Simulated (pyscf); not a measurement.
Thermochemistry of product channels of `[Cl][AlH][Cl]` + `[CH3]` [doublet] on the doublet surface, in kcal/mol, from ωB97M-D3(BJ)/def2-TZVP energies (ideal gas, 1 atm, RRHO with modes under 100 cm⁻¹ raised to 100, one conformer, R ln 2 for chiral ones without a mode under 150 cm⁻¹). PySCF, gas phase, ωB97X-D3(BJ)/def2-SVP geometries.

| products | ΔE | ΔH(298 K) | ΔG(298 K) | ΔG(1200 K) |
|---|---|---|---|---|
| `[ClH]` + `[CH3][Al][Cl]` [doublet] | +15.6 | +17.9 | +17.2 | +15.4 |
| `[Cl][Al][Cl]` [doublet] + `[CH4]` | -24.0 | -19.4 | -18.9 | -14.9 |
| `[Cl]` [doublet] + `[AlH2][Cl]` + `[CH2]` [triplet] | +149.0 | +145.1 | +136.2 | +108.8 |
| `[CH2][Al]([Cl])[Cl]` [doublet] + `[H][H]` | -2.1 | -3.6 | -2.1 | -0.1 |
| `[CH3][Al]([Cl])[Cl]` + `[H]` [doublet] | +0.1 | -0.1 | +2.0 | +6.4 |

These are energies of the channels, which say nothing of barriers. Left out: orbital degeneracy and the spin-orbit lowering of Cl.
